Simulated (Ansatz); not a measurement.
## Two structures, one formula

Two relaxed structures of MgBH₂Cl, closed shell (PBE0-D4/def2-TZVP; forces vanish, vibrations not checked).

A:

```
5
angstrom
B -0.7826 0.6228 -0.5708
Mg 2.5914 -2.1960 2.3014
Cl 0.7384 -0.2087 -0.6279
H -1.7667 0.0086 -0.8363
H -0.7806 1.7732 -0.2664
```

B:

| atom | x (Å) | y (Å) | z (Å) |
| --- | --- | --- | --- |
| B1 | -0.7563 | 0.5874 | -0.5092 |
| Mg2 | 0.8221 | -0.6405 | 0.5521 |
| Cl3 | 2.3542 | -1.8286 | 1.5849 |
| H4 | -1.6849 | 0.0946 | -1.0886 |
| H5 | -0.7351 | 1.7872 | -0.5393 |

Computed with Ansatz 0.2.0 (basis: def2-TZVPP); correlated methods freeze the cores. The outer core shell of Li, Na, Mg and K is correlated. The def2 sets are not built for correlating such inner shells, so the correlated values are less sure here. B3LYP uses VWN-RPA correlation.

Task: Which structure is lower at CCSD(T), and by how much? (Judge from chemistry; the value comes from the calculation.)

Result: The calculation gives: B, by 7.81 kcal/mol (electronic energy, against the other). By their contacts, A is a complex of BH₂Cl ([BH2][Cl]) + Mg and B is MgBH₂Cl ([BH2][Mg][Cl]).

All methods give the same order:

```tsv
method	E(B) − E(A) (kcal/mol)
PBE-D4	-6.37
r2SCAN-D4	-12.61
PBE0-D4	-8.25
B3LYP-D4	-7.24
wB97M-V	-7.01
HF	-8.75
MP2	-8.56
CCSD	-8.19
CCSD(T)	-7.81
```

T1 diagnostic: at most 0.011.

Labels in which every atom is bracketed show which atoms are joined, not bond orders.

For scale, one of the runs: CCSD(T)/def2-TZVPP, 133 basis functions, launched by `ansatz run in.yaml --threads 2 --pin off --events-out ev --progress --plain --max-ram 4352MiB`. The run took 15 s on 2 CPU threads of an Arm Neoverse V1 (shared host), with 0.72 GiB of host memory at its peak.
